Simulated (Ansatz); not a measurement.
# Pulling the pair apart

The pair of HF (SMILES F, atoms 1–2) and SiH3Cl (SMILES [SiH3]Cl, atoms 3–7), both closed shells, in one local arrangement (a lower one may exist), relaxed at PBE0-D4/def2-TZVP:

```
7
angstrom
F -0.4753 -0.7339 -2.3771
H -0.5927 0.0842 -1.9538
Si 0.2705 0.0172 0.9477
Cl -0.5191 1.5335 -0.2309
H 1.5392 -0.4192 0.3288
H -0.7205 -1.0777 0.9955
H 0.4979 0.5958 2.2900
```

SiH3Cl is shifted rigidly along the line between the mean atom positions of the two fragments (negative: closer). Counterpoise interaction energies in kcal/mol. Program: Ansatz 0.2.0. Basis: def2-TZVPPD. Cores are frozen in the correlated methods.

| shift (Å) | PBE-D4 | wB97M-V | HF |
| --- | --- | --- | --- |
| -0.23 | -3.61 | -2.93 | 0.54 |
| -0.11 | -4.00 | -3.44 | -0.53 |
| 0.00 | -4.10 | -3.64 | -1.21 |
| 0.11 | -4.02 | -3.63 | -1.62 |
| 0.27 | -3.73 | -3.41 | -1.88 |
| 0.56 | -2.99 | -2.75 | -1.86 |
| 1.13 | -1.73 | -1.61 | -1.32 |
| 2.25 | -0.55 | -0.59 | -0.57 |

What does CCSD(T) give at these shifts? (Judge from chemistry; the value comes from the calculation.)

Computed: -1.91, -2.56, -2.89, -3.00, -2.92, -2.46, -1.51, -0.57 kcal/mol. For zero shift, CCSD(T) at an estimated basis limit (MP2 extrapolated from triple and quadruple zeta, plus CCSD(T) − MP2 in triple zeta) gives -3.41 kcal/mol. These are counterpoise interaction energies, counted from the two frozen fragments.

The T1 diagnostic stays at or below 0.010.

For scale, one of the runs: CCSD(T)/def2-TZVPPD, 207 basis functions, launched by `ansatz run in.yaml --threads 2 --pin off --events-out ev --progress --plain --max-ram 5222MiB`. Time: 60 s of wall clock on 2 CPU threads of an Arm Neoverse V1; the host was shared. Peak host memory: 2.6 GiB.
